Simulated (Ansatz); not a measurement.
# BH3+ (doublet): from Hartree-Fock to the top rungs, cc-pVTZ

Aim: climb from Hartree-Fock through coupled cluster and multireference methods for BH3+ (doublet) at one geometry and basis, and see what each rung misses.

Program: Ansatz 0.2.0, Gaussian basis. Level of theory: cc-pVTZ, core rule «outside noble gas», up to 1 orbitals frozen. These are calculated values, not measurements.

Plan: UHF; CCSD(T) on ROHF; CCSD(T) on UHF; BCCD(T) on ROHF; CCSDT(Q) on ROHF; CCSDT(Q) on UHF; CASSCF and MRCISD+Q, 5 electrons in 7 orbitals; CASSCF and NEVPT2, 5 electrons in 7 orbitals.

14 further runs of the same task are left out: 2 for a known fault of the program, 8 that didn't finish, 4 set aside as unsound or not needed.

**1. The system**

The geometry is a PBE0/def2-TZVP stationary point (not a proven minimum).

4 atoms, charge 1, spin multiplicity 2.

Atoms are counted from 1 here; the program's logs count them from 0.

Bond lengths: B1–H2 1.276 Å, B1–H3 1.174 Å, B1–H4 1.276 Å. Angles: H2–B1–H3 145.8°, H2–B1–H4 68.5°, H3–B1–H4 145.8°.

As a file:

```
B     0.00000    0.00000    0.06814
H     0.00000    0.71778   -0.98661
H     0.00000    0.00000    1.24235
H     0.00000   -0.71778   -0.98661
```

**2. UHF**

File in.yaml:

```yaml
crystal:
  periodic: [false, false, false]
  atoms:
    - {symbol: B, position_ang: [0.000000, 0.000000, 0.068140]}
    - {symbol: H, position_ang: [0.000000, 0.717784, -0.986606]}
    - {symbol: H, position_ang: [0.000000, 0.000000, 1.242354]}
    - {symbol: H, position_ang: [0.000000, -0.717784, -0.986606]}
basis:
  gaussian: {orbitals: cc-pVTZ}
total_charge: 1
magnetization: {spin_polarized: true, initial_magnetization: 1}
hamiltonian: {xc: hf}
output: {orbitals: {seedname: orbitals}}
```

The run is started by

```sh
ansatz run in.yaml --threads 1 --pin off --events-out ev --progress --plain --max-ram 2393MiB
```

The runs that follow: CCSD(T) on ROHF; CCSD(T) on UHF; BCCD(T) on ROHF; CCSDT(Q) on ROHF; CCSDT(Q) on UHF; CASSCF and MRCISD+Q, 5 electrons in 7 orbitals; CASSCF and NEVPT2, 5 electrons in 7 orbitals.

**Question.** What will the summary of the whole plan be? Wanted: UCCSDT(Q) below the RHF energy; RMP2 from UCCSDT(Q); UMP2 from UCCSDT(Q); RCCSD from UCCSDT(Q); RCCSD(T) from UCCSDT(Q); UCCSD(T) from UCCSDT(Q); RCCSDT(Q) from UCCSDT(Q); NEVPT2 valence from UCCSDT(Q); MRCISD+Q valence from UCCSDT(Q).

**Answer**, as computed:

| quantity | value |
| --- | --- |
| UCCSDT(Q) below the RHF energy | -3.0118 eV |
| RMP2 from UCCSDT(Q) | +588.9 meV |
| UMP2 from UCCSDT(Q) | +601.7 meV |
| RCCSD from UCCSDT(Q) | +67.4 meV |
| RCCSD(T) from UCCSDT(Q) | +12.9 meV |
| UCCSD(T) from UCCSDT(Q) | +12.8 meV |
| RCCSDT(Q) from UCCSDT(Q) | +0.3 meV |
| NEVPT2 valence from UCCSDT(Q) | +423.1 meV |
| MRCISD+Q valence from UCCSDT(Q) | +11.9 meV |
| levels within 1 kcal/mol (43 meV) | RCCSD(T), UCCSD(T), BCCD(T), RCCSDT, UCCSDT, RCCSDT(Q), MRCISD+Q valence |
| T1 diagnostic | 0.017 |
| effectively unpaired electrons | 1.01 |

**Reading.** RCCSD(T) lands +12.9 meV from the yardstick (0.4 % of the correlation energy). One determinant dominates. Of the multireference levels listed MRCISD+Q valence comes nearest in total energy (+11.9 meV), which doesn't show that its space is the better one. These misses are within one basis, not against nature; the frozen cores of restricted and unrestricted runs differ, which can shift their rows.
